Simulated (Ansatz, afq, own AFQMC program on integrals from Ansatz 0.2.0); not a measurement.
## CH$_{4}$Br, doublet in cc-pVTZ, levels against AFQMC with the constraint released

```xyz
6

C    -2.5149    0.0000    0.0000
H    -2.8781    1.0273    0.0000
H    -2.8781   -0.5137    0.8897
H    -2.8781   -0.5137   -0.8897
H    -1.1979    0.0000    0.0000
Br    0.5021    0.0000    0.0000
```

Connectivity, by distances: CH3 ··· Br, 1 bridging H.

Basis cc-pVTZ. Noble-gas cores (and the filled d shells of Ga–Kr and In–Xe) are frozen. Integrals, coupled cluster, full CI and functionals: Ansatz 0.2.0; the random walks run on the same integrals in our own AFQMC program. ph-AFQMC/CISD is guided by a CISD state made of CCSD amplitudes; releasing the constraint for a short imaginary time cuts its bias at the price of noise, slowly where states lie close. ± is one standard error of the sampling. No spin–orbit coupling.

Determinant: UHF, the one that the program's search chose, which needn't be the lowest solution. The geometry is a point of a scan.

No full CI on the walks' own integrals is used here. The released AFQMC energy serves as the reference, which it does only where one determinant dominates, the energy is flat over the last release times and near the phaseless one (40 meV or 2 meV an electron, half that with transition metals). On small molecules, where full CI could be run and the noise was under 10 meV, such values lay within 10 meV of it in 19 cases of 20, a flattering rate, since the rule was set on those same cases; what remains of the bias isn't in the error bar.

Cautions: no relativity below Rb; no spin-orbit coupling; inner d shell frozen; the released value is read at 0.99 1/Eh, later times being too noisy (meV from the phaseless value at times in 1/Eh: -15 ± 10 at 0.24, -13 ± 8 at 0.51, -8 ± 8 at 0.99, -6 ± 11 at 1.50).

- T1 diagnostic: 0.0129
- weight of the determinant in the CISD state: 0.858
- ⟨S²⟩ of the determinant: 0.793
- size of the correlated space: 15 electrons in 114 orbitals

```json
{"level": "MP2", "correlation energy (eV)": "-9.4553"}
{"level": "CCSD", "correlation energy (eV)": "-10.5063"}
{"level": "CCSD(T)", "correlation energy (eV)": "-10.8755"}
```

(1) Estimate where AFQMC with the constraint released lies against CCSD(T) on the same integrals.

(1) 3.8 ± 0.7 kJ/mol below CCSD(T).

Reference: AFQMC with the constraint released, correlation energy -10.915 ± 0.008 eV.

| level | E − E(reference) (kJ/mol) | share of correlation (%) |
| --- | --- | --- |
| CCSD(T) | 3.8 ± 0.7 | 99.64 |
| ph-AFQMC/CISD | 0.8 ± 0.9 | 99.93 |

A walk keeps the symmetry of its determinant, which the program's search chose and which needn't be the lowest solution, so a lower state of the same spin and another symmetry isn't excluded. Released energies are given only where the last usable release times agree within the noise; a slower fall can still hide under it.
